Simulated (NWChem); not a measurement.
System: S, triplet

The following NWChem deck was run.

```
start job
memory heap 200 mb stack 900 mb global 1100 mb
geometry units angstroms noautoz
  S      0.000000     0.000000     0.000000
end
basis spherical
  S library def2-tzvpp
end
dft
  odft
  mult 3
  xc b3lyp
  iterations 150
  mulliken
end
task dft gradient
```

Excerpt of the output:

```
             Northwest Computational Chemistry Package (NWChem) 7.3.0
             --------------------------------------------------------

                             Geometry "geometry" -> ""
                             -------------------------

 Output coordinates in angstroms (scale by  1.889725989 to convert to a.u.)

  No.       Tag          Charge          X              Y              Z
 ---- ---------------- ---------- -------------- -------------- --------------
    1 S                   16.0000     0.00000000     0.00000000     0.00000000

 Effective nuclear repulsion energy (a.u.)       0.0000000000

                                 NWChem DFT Module
                                 -----------------

 Summary of "ao basis" -> "ao basis" (spherical)
 ------------------------------------------------------------------------------
       Tag                 Description            Shells   Functions and Types
 ---------------- ------------------------------  ------  ---------------------
 S                         def2-tzvpp               14       42   5s5p3d1f

            General Information
            -------------------
          SCF calculation type: DFT
          Wavefunction type:  spin polarized.
          No. of atoms     :     1
          No. of electrons :    16
           Alpha electrons :     9
            Beta electrons :     7
          Charge           :     0
          Spin multiplicity:     3
          Use of symmetry is: off; symmetry adaption is: off
          Maximum number of iterations: 150
          AO basis - number of functions:    42
                     number of shells:    14
          Convergence on energy requested:  1.00D-06
          Convergence on density requested:  1.00D-05
          Convergence on gradient requested:  5.00D-04

              XC Information
              --------------
                         B3LYP Method XC Potential
                     Hartree-Fock (Exact) Exchange  0.200
                        Slater Exchange Functional  0.800 local
                    Becke 1988 Exchange Functional  0.720 non-local
              Lee-Yang-Parr Correlation Functional  0.810
                  VWN I RPA Correlation Functional  0.190 local

             Grid Information
             ----------------
          Grid used for XC integration:  medium
          Radial quadrature: Mura-Knowles
          Angular quadrature: Lebedev.
          Tag              B.-S. Rad. Rad. Pts. Rad. Cut. Ang. Pts.
          ---              ---------- --------- --------- ---------
          S                   1.00       88           5.0       590
          Grid pruning is: on
          Number of quadrature shells:    88
          Spatial weights used:  Erf1

      Superposition of Atomic Density Guess
      -------------------------------------

 Sum of atomic energies:        -397.47950134

      Non-variational initial energy
      ------------------------------

 Total energy =    -397.186096
 1-e energy   =    -549.341726
 2-e energy   =     152.155631
 HOMO         =      -0.285011
 LUMO         =      -0.285011

     ---------------------------------------------
      Total Density - Mulliken Population Analysis
     ---------------------------------------------

    Atom       Charge   Shell Charges
 -----------   ------   -------------------------------------------------------
    1 S   16    16.00   2.01  0.49  1.48  1.15  0.88  4.16  1.70  0.78  1.96  1.39  0.00  0.00  0.00  0.00

     --------------------------------------------
      Spin Density - Mulliken Population Analysis
     --------------------------------------------

    Atom       Charge   Shell Charges
 -----------   ------   -------------------------------------------------------
    1 S   16     2.00   0.00  0.00  0.00  0.00 -0.00  0.05 -0.03  0.31  0.98  0.70  0.00  0.00  0.00  0.00

   convergence    iter        energy       DeltaE   RMS-Dens  Diis-err
 ---------------- ----- ----------------- --------- --------- ---------
 d= 0,ls=0.0,diis     1   -398.1151047779 -3.98D+02  5.52D-03  1.13D-01
                                                     2.70D-03  8.72D-02
 d= 0,ls=0.0,diis     2   -398.1296967890 -1.46D-02  2.46D-03  5.73D-03
                                                     2.78D-03  5.20D-03
 d= 0,ls=0.0,diis     3   -398.1317739895 -2.08D-03  7.80D-04  2.26D-03
                                                     6.68D-04  1.64D-03
 d= 0,ls=0.0,diis     4   -398.1324011469 -6.27D-04  8.67D-05  8.68D-06
                                                     4.17D-05  3.31D-06
 d= 0,ls=0.0,diis     5   -398.1324053402 -4.19D-06  9.04D-06  1.48D-07
                                                     1.78D-05  2.15D-07
 d= 0,ls=0.0,diis     6   -398.1324054817 -1.41D-07  3.57D-07  1.65D-10
                                                     5.07D-07  3.92D-10

         Total DFT energy =     -398.132405481659
      One electron energy =     -549.567209140745
           Coulomb energy =      177.084616441971
    Exchange-Corr. energy =      -25.649812782885
 Nuclear repulsion energy =        0.000000000000

 Numeric. integr. density =       15.999999947425

                    DFT Final Alpha Molecular Orbital Analysis
                    ------------------------------------------

[...]

                         DFT ENERGY GRADIENTS

    atom               coordinates                        gradient
                 x          y          z           x          y          z
   1 S       0.000000   0.000000   0.000000    0.000000   0.000000   0.000000
```

Level: B3LYP/def2-TZVPP, spin-unrestricted. The open p shell is one determinant without spherical averaging. No stability test was run on the SCF state.
